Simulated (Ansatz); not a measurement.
Relaxation of Si(SiH3)H3 (Si₂H₆) with RKS PBE-D4/def2-TZVP.

```sh
$ ansatz run in.yaml --threads 2 --pin off --events-out ev --progress --plain --max-ram 4352MiB
```

```yaml
crystal:
  periodic: [false, false, false]
  atoms:
    - {symbol: Si, position_ang: [-0.003820, 0.008720, -1.153760]}
    - {symbol: Si, position_ang: [0.003300, -0.007010, 1.151760]}
    - {symbol: H, position_ang: [0.787910, 1.093190, 1.720490]}
    - {symbol: H, position_ang: [0.570390, -1.241800, 1.702990]}
    - {symbol: H, position_ang: [-1.342970, 0.113550, 1.719020]}
    - {symbol: H, position_ang: [1.349220, -0.009830, -1.716900]}
    - {symbol: H, position_ang: [-0.663510, 1.194270, -1.706010]}
    - {symbol: H, position_ang: [-0.700510, -1.151100, -1.717600]}
basis:
  gaussian: {orbitals: def2-TZVP}
hamiltonian: {xc: pbe, dispersion: d4}
scf: {lower_state_search: "off"}
output: {orbitals: {seedname: orbitals}}
relax: {f_tol: 0.02, max_steps: 100}
```

It took 3.9 s on 2 threads of Intel Xeon Platinum 8375C on a shared host.

Positions (Å) and forces (eV/Å) at steps 1, 2, 3, 4, 5 of 5:

```xyz
8
step=1 energy=-15844.4932 eV
Si   -0.004    0.009   -1.154    0.008   -0.015   -0.126
Si    0.003   -0.007    1.152    0.005   -0.004    0.153
H     0.788    1.093    1.720    0.340    0.486    0.080
H     0.570   -1.242    1.703    0.250   -0.535    0.070
H    -1.343    0.114    1.719   -0.595    0.052    0.082
H     1.349   -0.010   -1.717    0.598   -0.012   -0.087
H    -0.664    1.194   -1.706   -0.296    0.538   -0.085
H    -0.701   -1.151   -1.718   -0.310   -0.509   -0.087
8
step=2 energy=-15844.5734 eV
Si   -0.003    0.008   -1.168    0.001   -0.003    0.120
Si    0.003   -0.007    1.168    0.003   -0.002   -0.114
H     0.813    1.135    1.677    0.052    0.079    0.080
H     0.593   -1.284    1.659    0.042   -0.083    0.081
H    -1.392    0.116    1.676   -0.096    0.005    0.080
H     1.397   -0.014   -1.675    0.101   -0.005   -0.082
H    -0.684    1.237   -1.661   -0.048    0.094   -0.083
H    -0.727   -1.191   -1.675   -0.055   -0.084   -0.082
8
step=3 energy=-15844.5775 eV
Si   -0.003    0.008   -1.181    0.000   -0.001    0.132
Si    0.003   -0.008    1.181    0.000    0.000   -0.131
H     0.800    1.143    1.710    0.001    0.005   -0.011
H     0.607   -1.277    1.694    0.004   -0.003   -0.011
H    -1.393    0.100    1.709   -0.006   -0.002   -0.011
H     1.396   -0.029   -1.709    0.006   -0.002    0.011
H    -0.671    1.245   -1.695   -0.001    0.007    0.010
H    -0.740   -1.182   -1.710   -0.005   -0.004    0.010
8
step=4 energy=-15844.5791 eV
Si   -0.004    0.008   -1.172    0.001   -0.001   -0.041
Si    0.004   -0.008    1.172   -0.001    0.001    0.041
H     0.789    1.152    1.699   -0.005   -0.005   -0.006
H     0.620   -1.272    1.684   -0.002    0.007   -0.007
H    -1.395    0.086    1.698    0.007   -0.002   -0.006
H     1.397   -0.043   -1.698   -0.007   -0.001    0.006
H    -0.659    1.253   -1.684    0.005   -0.006    0.007
H    -0.753   -1.176   -1.699    0.003    0.007    0.006
8
step=5 energy=-15844.5792 eV
Si   -0.003    0.008   -1.173    0.000    0.000    0.000
Si    0.003   -0.008    1.173    0.000    0.000    0.000
H     0.782    1.157    1.699   -0.001    0.001    0.000
H     0.628   -1.268    1.683    0.001    0.000    0.000
H    -1.395    0.078    1.698    0.000   -0.001    0.000
H     1.397   -0.052   -1.698    0.000   -0.001    0.000
H    -0.651    1.257   -1.683    0.001    0.001    0.000
H    -0.760   -1.171   -1.699   -0.001    0.000    0.000
```
